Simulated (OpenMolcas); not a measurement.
## A ladder of methods for AlSiH4O (SMILES [AlH][O][SiH3])

AlSiH4O has 7 atoms, charge 0, and is taken as a doublet. As SMILES, `[AlH][O][SiH3]`. The shape is that of a PBE0-D4/def2-TZVP optimisation. This is one conformer, not always the lowest.

Each level gives the vertical ionisation energy (to the singlet cation) (eV). The values are calculated.

```
               level             kind     program  value (eV)
     UHF/aug-cc-pVDZ     Hartree–Fock  OpenMolcas        7.82
U-revPBE/aug-cc-pVDZ              GGA  OpenMolcas        7.81
   UBLYP/aug-cc-pVDZ              GGA  OpenMolcas        7.68
   UTPSS/aug-cc-pVDZ         meta-GGA  OpenMolcas        7.91
  UB3LYP/aug-cc-pVDZ    global hybrid  OpenMolcas        7.97
  UBHLYP/aug-cc-pVDZ    global hybrid  OpenMolcas        8.00
 UM06-2X/aug-cc-pVDZ  hybrid meta-GGA  OpenMolcas        8.01
   UPBE0/aug-cc-pVDZ    global hybrid  OpenMolcas        7.99
```

The values span 7.68 to 8.01 eV.
